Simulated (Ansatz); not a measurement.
Na2Ga: from a trial structure to a relaxed crystal

Level of theory: DFT PBE, scalar-relativistic, plane waves, PAW (Ansatz 0.2.0). Cutoff 420 eV, Γ-centred k mesh, Gaussian smearing, no spin polarisation in the final step.

The start puts Na2Ga on the marcasite structure type (Pnnm, No. 58), with Ga in place of Fe, Na in place of S, at a guessed volume.

```
Na Ga
1.0
     4.87490    0.00000    0.00000
     0.00000    5.94978    0.00000
     0.00000    0.00000    3.71425
Na Ga
4 2
Direct
  0.20040 0.37870 0.00000
  0.79960 0.62130 0.00000
  0.70040 0.12130 0.50000
  0.29960 0.87870 0.50000
  0.00000 0.00000 0.00000
  0.50000 0.50000 0.50000
```

Cell and atoms relax at zero pressure; the relaxation can't lower the symmetry of the start. After a coarse first stage the cell is made exact in the group found at 0.06 Å.

The zero of energy is the elements' standard structures at the same level; no fitted shifts are applied.

Which crystal results?

It ends in Immm (No. 71). Conventional cell: a = 3.101 Å, b = 5.039 Å, c = 9.751 Å. Na is coordinated by 3 Na at 3.10–3.12 Å, 5 Ga at 3.31–3.34 Å and 4 Na at 3.44 Å; Ga is coordinated by 2 Ga at 3.10 Å and 10 Na at 3.31–3.34 Å.

Space group Immm (No. 71). a = 3.101 Å, b = 5.039 Å, c = 9.751 Å, α = 90.00°, β = 90.00°, γ = 90.00°
```
atom site symmetry x y z
  Na    4i mm2  0.5000  0.5000  0.8400
  Ga    2a mmm  0.0000  0.0000  0.0000
```

What are its volume, energy, density and gap?

The volume per atom is 25.40 Å³. The density is 2.52 g/cm³, the energy over the elements is 0.01 eV/atom and the gap on the 18×18×18 mesh is 0 eV (a metal).

The final run used a 18×18×18 mesh on its 3-atom cell and 0.10 eV smearing. For metals, differences of a few meV/atom aren't resolved. A structure relaxed within its symmetry needn't be a true minimum. The steps took roughly 18 core-minutes in all.